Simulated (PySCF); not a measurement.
## HF and its ions

RHF-CCSD(T); H def2-TZVPPD, F def2-TZVPPD; no relativity (PySCF 2.14). Neutral (RHF): singlet (closed shell), Re = 0.919 Å, ωe = 4124 cm⁻¹, De = 6.02 eV.

HF⁺ (UHF): doublet (π ↑), Re = 1.003 Å, ωe = 3104 cm⁻¹, De = 3.67 eV to H⁺ + F. The energies at the minima are -100.34790 hartree for HF and -99.76191 for HF⁺.

**Question.** Work out the adiabatic ionisation energy, without and with harmonic zero-point energies (1 hartree = 27.2114 eV, 1 eV = 8065.5 cm⁻¹), and the change of the bond length.

**Answer.** At CCSD(T): 0.58599 hartree = 15.946 eV between the minima; the zero-point term (3104.0 − 4124.0)/2 cm⁻¹ = -0.063 eV makes it 15.882 eV. Re changes by +8.4 pm against the neutral. The electron leaves a π orbital, which is non-bonding in a hydride.

Correlated steps freeze 1 core orbital. For an ion De counts to the pair picked by the measured ionisation energies or electron affinities, which need not be the lowest pair at this level. Where the molecule has an RHF reference, its open-shell atoms are computed with UHF. States were picked by a PBE0 search and need not be the measured ground states.

Neutral and ion stand on different kinds of reference determinant, which adds to the error of the difference.
